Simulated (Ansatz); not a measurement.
**[OH···H···H], doublet in cc-pVDZ: errors against UCCSDTQ**

Geometry: a point of a hydrogen-transfer path between rigid fragments, not a stationary point.

```tsv
atom	x (Å)	y (Å)	z (Å)
O	-0.1642	-0.0491	0.0000
H	-0.4135	0.8775	0.0000
H	1.0008	-0.0491	0.0000
H	2.0198	-0.0491	0.0000
```

Basis cc-pVDZ; Ansatz 0.2.0. Correlated methods freeze the noble-gas cores, which leaves 9 electrons in 28 orbitals. Prefix R: restricted or restricted open-shell reference; prefix U: unrestricted. Active spaces: pair = (3e, 3o) about the gap; valence = (9e, 7o) chosen from the atoms' valence shells.

Full CI isn't at hand for all of this; UCCSDTQ serves as the reference, and is uncertain by about the last step of the cluster series. The frozen core follows each run's orbitals, which can shift R against U totals by a few meV.

For open shells CISD is restricted-active-space CI with the open shells as a complete middle space.

* UHF ⟨S²⟩: 0.798
* T1 diagnostic (RCCSD): 0.0315
* largest doubles amplitude (RCCSD): 0.052
* T1 diagnostic (UCCSD): 0.0186

```csv
level,E − E(UCCSDTQ) (kJ/mol),share of correlation (%),wall time
RHF,632.1,0.00,–
UHF,600.4,5.02,–
RMP2,46.6,92.62,–
UMP2,57.7,90.87,–
CISD,44.6,92.94,0.64 s
RCCSD,14.1,97.77,–
UCCSD,12.8,97.98,–
RCCSD(T),2.5,99.60,1.2 s
UCCSD(T),2.3,99.63,0.88 s
BCCD(T),2.4,99.62,0.98 s
RCCSDT,1.6,99.75,–
UCCSDT,1.4,99.77,–
RCCSDT(Q),-0.1,100.02,8.5 s
UCCSDT(Q),-0.1,100.01,7 s
RCCSDTQ,0.0,100.00,23 s (H100)
CASSCF (pair space),539.7,14.61,–
NEVPT2 (pair space),41.1,93.51,0.49 s
MRCISD (pair space),32.2,94.90,–
MRCISD+Q (pair space),5.4,99.15,0.46 s
CASSCF (valence space),451.4,28.59,–
NEVPT2 (valence space),66.7,89.44,0.5 s
MRCISD (valence space),20.6,96.75,–
MRCISD+Q (valence space),2.1,99.67,0.94 s
MRCISD+Q(relaxed) (valence space),-0.9,100.14,1.1 s
```

The correlation energy at UCCSDTQ, counted from RHF, is -6.551 eV. That run took 14 s on 2 threads of AMD EPYC 7R13 with a shared H100 80 GB, shared host.

Times hold each run's SCF and search for its determinant on a shared host, so for small cases they say little of a method's own cost; rows without a card ran on 1 thread of AMD EPYC 7R13.

Natural occupations of CASSCF (valence space) about the gap: 1.999 1.998 1.976 1.961 1.002 0.039 0.024; effectively unpaired electrons, Σ n²(2−n)², 1.02.
